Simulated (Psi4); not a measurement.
# doublet BSiH4F− at U-wB97M-V/6-311+G(d,p)

We compute the energy of doublet BSiH4F−. Input form: an ASE script.

The results are computed with Psi4 1.11.

**1. The structure to begin with**

BSiH4F− has 7 atoms, charge -1, and is taken as a doublet. SMILES of the parent species: `FB[SiH3]`. Geometry: relaxed at PBE0-D4/def2-TZVP. That shape belongs to the parent species and isn't relaxed for this state.

Bond lengths: F1–B2 1.321 Å, B2–Si3 2.035 Å, B2–H4 1.203 Å, Si3–H5 1.490 Å, Si3–H6 1.491 Å, Si3–H7 1.487 Å. Angles: F1–B2–Si3 121.0°, F1–B2–H4 116.1°, Si3–B2–H4 122.9°, B2–Si3–H5 109.0°, B2–Si3–H6 108.5°, B2–Si3–H7 113.6°, H5–Si3–H6 107.5°, H5–Si3–H7 109.1°, H6–Si3–H7 109.0°.

**2. The energy at U-wB97M-V/6-311+G(d,p)**

The input, bfh4si.xyz:

```xyz
7
BFH4Si
F     -1.379400    -1.601500     0.571800
B     -0.186700    -1.168700     0.204000
Si     0.146300     0.805600    -0.161100
H      0.673400    -2.004900     0.107300
H      0.733100     0.954500    -1.522300
H      1.152900     1.303800     0.818800
H     -1.078400     1.642900    -0.064200
```

The input, run.py:

```python
import numpy as np
from ase.calculators.psi4 import Psi4
from ase.io import read

a = read('bfh4si.xyz')
calc = Psi4(atoms=a, method='wb97m-v', basis='6-311+G**', memory='1600MB', num_threads=1, charge=-1, multiplicity=2, label='psi4-calc', reference='uks')
calc.psi4.set_options({'puream': True, 'e_convergence': 1e-09, 'd_convergence': 1e-08, 'scf_type': 'pk', 'dft_radial_points': 99, 'dft_spherical_points': 590, 'maxiter': 200})
a.calc = calc

print(f'energy: {a.get_potential_energy():.6f} eV')
```

Run with:

```
python run.py
```

What values should one expect? Wanted: total energy; HOMO energy; LUMO energy; ⟨S²⟩.

**Answer.** As computed:

At U-wB97M-V/6-311+G**:

```
                          quantity          value
                      total energy  -416.57000 Eh
HOMO energy (highest over α and β)        0.28 eV
 LUMO energy (lowest over α and β)        4.17 eV
                              ⟨S²⟩          0.752
```

The HOMO lies at positive energy, 0.28 eV; only total energies tell whether the electron is bound.
